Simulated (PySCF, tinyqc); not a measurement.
Worked calculation: RHF in the sto-3g basis, for CH2, spin multiplicity 1. The lowest restricted solution is unstable here: a spin-polarised one lies 0.0384 hartree lower (PySCF). Computed by tinyqc, a small Python program that keeps every step (integrals from PySCF). Settings: charge = 0, multiplicity = 1, basis = sto-3g, energy threshold = 1e-10, iteration cap = 51, orthogonalisation = symmetric, start = Wolfsberg-Helmholz matrix, DIIS depth = 0, method = RHF. Command: `OMP_NUM_THREADS=1 python tinyqc.py 30875 30876 out.jsonl` (the two numbers bound the seeds that draw the settings). One thread of a shared host (Intel(R) Xeon(R) Processor @ 2.60GHz), about 0.05 s of CPU time with the checks.

Geometry (angstrom):
```
atom         x          y         z
C     0.000000   0.000000  0.000000
H     0.000000   0.940000  0.562000
H     0.000000  -0.940000  0.562000
```

Stop when the energy changes by less than 1e-10 hartree and every element of the error matrix X^T (F D S - S D F) X is below 3e-06.

Course of the cycle:
```
iteration   E (hartree)     change  largest element of the error matrix
1          -38.23327084          -                             2.83e-01
2          -38.35165280  -1.18e-01                             6.36e-02
3          -38.35982756  -8.17e-03                             2.62e-02
4          -38.36094219  -1.11e-03                             1.06e-02
5          -38.36111656  -1.74e-04                             4.32e-03
6          -38.36114563  -2.91e-05                             1.78e-03
7          -38.36115061  -4.98e-06                             7.34e-04
8          -38.36115147  -8.63e-07                             3.04e-04
9          -38.36115162  -1.50e-07                             1.27e-04
10         -38.36115165  -2.62e-08                             5.28e-05
11         -38.36115165  -4.57e-09                             2.20e-05
12         -38.36115165  -7.97e-10                             9.18e-06
13         -38.36115165  -1.39e-10                             3.83e-06
14         -38.36115165  -2.42e-11                             1.60e-06
```

Can the last value be used, and what does the course show?

Yes. Converged in 14 iterations. PySCF RHF in the same basis = -38.36115165 hartree.
